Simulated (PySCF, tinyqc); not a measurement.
RKS/exchange-only LDA in the sto-3g basis, for BH, spin multiplicity 1, step by step. The lowest restricted solution is unstable here: a spin-polarised one lies 0.0057 hartree lower (PySCF). One step of it, computed by the program tinyqc.

Problem. Iteration 1: building the Kohn-Sham matrix. J_ij = sum D_kl (ij|kl); F = H + J + V_xc; E = tr D H + tr D J / 2 + E_xc + E_nn.

D at the start, order 1B 1s, 1B 2s, 1B 2px, 1B 2py, 1B 2pz, 2H 1s:
```
[[2.162584, -0.613207, 0.000000, 0.000000, -0.033708, 0.052655],
 [-0.613207, 2.297706, 0.000000, 0.000000, 0.150711, -0.165632],
 [0.000000, 0.000000, 0.000000, 0.000000, 0.000000, 0.000000],
 [0.000000, 0.000000, 0.000000, 0.000000, 0.000000, 0.000000],
 [-0.033708, 0.150711, 0.000000, 0.000000, 2.160162, -0.186745],
 [0.052655, -0.165632, 0.000000, 0.000000, -0.186745, 0.026366]]
```

core Hamiltonian H = T + V (hartree), order 1B 1s, 1B 2s, 1B 2px, 1B 2py, 1B 2pz, 2H 1s:
```
[[-12.745106, -3.301530, 0.000000, 0.000000, -0.016895, -0.724240],
 [-3.301530, -3.824470, 0.000000, 0.000000, -0.151201, -1.583313],
 [0.000000, 0.000000, -2.992401, 0.000000, 0.000000, 0.000000],
 [0.000000, 0.000000, 0.000000, -2.992401, 0.000000, 0.000000],
 [-0.016895, -0.151201, 0.000000, 0.000000, -3.103694, -1.465843],
 [-0.724240, -1.583313, 0.000000, 0.000000, -1.465843, -2.562289]]
```

Two-electron integrals (ij|kl) in chemists' order, unique and non-zero (hartree):
```
(11|11) 2.923513   (21|11) 0.518376   (21|21) 0.109262   (22|11) 0.744229
(22|21) 0.193177   (22|22) 0.544804   (31|31) 0.020264   (32|31) 0.029996
(32|32) 0.120346   (33|11) 0.742491   (33|21) 0.193240   (33|22) 0.544682
(33|33) 0.586773   (41|41) 0.020264   (42|41) 0.029996   (42|42) 0.120346
(43|43) 0.031630   (44|11) 0.742491   (44|21) 0.193240   (44|22) 0.544682
(44|33) 0.523513   (44|44) 0.586773   (51|51) 0.020264   (52|51) 0.029996
(52|52) 0.120346   (53|53) 0.031630   (54|54) 0.031630   (55|11) 0.742491
(55|21) 0.193240   (55|22) 0.544682   (55|33) 0.523513   (55|44) 0.523513
(55|55) 0.586773   (61|11) 0.111778   (61|21) 0.023481   (61|22) 0.041655
(61|33) 0.041451   (61|44) 0.041451   (61|51) 0.001710   (61|52) 0.003144
(61|55) 0.042087   (61|61) 0.005207   (62|11) 0.262153   (62|21) 0.069062
(62|22) 0.213337   (62|33) 0.207311   (62|44) 0.207311   (62|51) 0.007616
(62|52) 0.045771   (62|55) 0.225193   (62|61) 0.015843   (62|62) 0.113739
(63|31) 0.007019   (63|32) 0.032517   (63|53) 0.008622   (63|63) 0.012779
(64|41) 0.007019   (64|42) 0.032517   (64|54) 0.008622   (64|64) 0.012779
(65|11) 0.242590   (65|21) 0.064771   (65|22) 0.211168   (65|33) 0.199919
(65|44) 0.199919   (65|51) 0.013213   (65|52) 0.074051   (65|55) 0.233444
(65|61) 0.015608   (65|62) 0.131949   (65|65) 0.162744   (66|11) 0.418623
(66|21) 0.112356   (66|22) 0.391986   (66|33) 0.368562   (66|44) 0.368562
(66|51) 0.015333   (66|52) 0.121341   (66|55) 0.438405   (66|61) 0.026307
(66|62) 0.264682   (66|65) 0.334186   (66|66) 0.774606
```

nuclear repulsion = 2.12010101 hartree

V_xc (hartree), order 1B 1s, 1B 2s, 1B 2px, 1B 2py, 1B 2pz, 2H 1s:
```
[[-1.716921, -0.269499, 0.000000, 0.000000, -0.000636, -0.059135],
 [-0.269499, -0.413007, 0.000000, 0.000000, -0.000853, -0.150880],
 [0.000000, 0.000000, -0.390306, 0.000000, 0.000000, 0.000000],
 [0.000000, 0.000000, 0.000000, -0.390306, 0.000000, 0.000000],
 [-0.000636, -0.000853, 0.000000, 0.000000, -0.450692, -0.144938],
 [-0.059135, -0.150880, 0.000000, 0.000000, -0.144938, -0.223023]]
```

E_xc = sum of w rho eps_xc = -3.90990991 hartree

Give: Coulomb J; Kohn-Sham matrix F; total energy of this density.

Solution.

Coulomb J (hartree), order 1B 1s, 1B 2s, 1B 2px, 1B 2py, 1B 2pz, 2H 1s:
```
[[8.846, 1.807, 0.000, 0.000, 0.001, 0.391],
 [1.807, 3.666, 0.000, 0.000, -0.005, 1.394],
 [0.000, 0.000, 3.622, 0.000, 0.000, 0.000],
 [0.000, 0.000, 0.000, 3.622, 0.000, 0.000],
 [0.001, -0.005, 0.000, 0.000, 3.742, 1.362],
 [0.391, 1.394, 0.000, 0.000, 1.362, 2.461]]
```

Kohn-Sham matrix F (hartree), order 1B 1s, 1B 2s, 1B 2px, 1B 2py, 1B 2pz, 2H 1s:
```
[[-5.616, -1.764, 0.000, 0.000, -0.017, -0.393],
 [-1.764, -0.571, 0.000, 0.000, -0.157, -0.340],
 [0.000, 0.000, 0.239, 0.000, 0.000, 0.000],
 [0.000, 0.000, 0.000, 0.239, 0.000, 0.000],
 [-0.017, -0.157, 0.000, 0.000, 0.188, -0.249],
 [-0.393, -0.340, 0.000, 0.000, -0.249, -0.324]]
```

total energy of this density = -23.63385 hartree
